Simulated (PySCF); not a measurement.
Isomers of C7H8O, one conformer each; single-point electronic energies without zero-point terms and without any empirical dispersion term.

Level: PBE0/pcSseg-1 in PySCF, non-relativistic, each on one gas-phase PBE0-D3(BJ)/def2-SVP geometry that isn't relaxed in the solvent. The solvent is an IEF-PCM continuum (van der Waals radii × 1.2). The model holds no explicit solvent molecules, cavitation or dispersion.

| isomer | relative energy, gas (kcal/mol) | dipole (D) |
| --- | --- | --- |
| o-cresol (`CC1=CC=CC=C1O`) | 0.0 | 1.76 |
| anisole (`COC1=CC=CC=C1`) | 11.9 | 1.42 |

Question: How do the relative energies look in chloroform (ε = 4.711)?

Answer: 
```csv
isomer,"relative energy, solvent (kcal/mol)",E(solvent) − E(gas) (kcal/mol),dipole in solvent (D)
o-cresol (`CC1=CC=CC=C1O`),0.0,-4.3,2.22
anisole (`COC1=CC=CC=C1`),13.0,-3.2,1.73
```

The order is unchanged. Conformers: `[CH3:1][c:2]1[cH:3][cH:4][cH:5][cH:6][c:7]1[OH:8]` with C6–C7–O8–H 180°; `[CH3:1][O:2][c:3]1[cH:4][cH:5][cH:6][cH:7][cH:8]1` with C1–O2–C3–C4 180°. o-cresol (`CC1=CC=CC=C1O`) gains most from the continuum, and it has the largest gas-phase dipole. The gains span 1.1 kcal/mol, the gas-phase energies 11.9 kcal/mol.
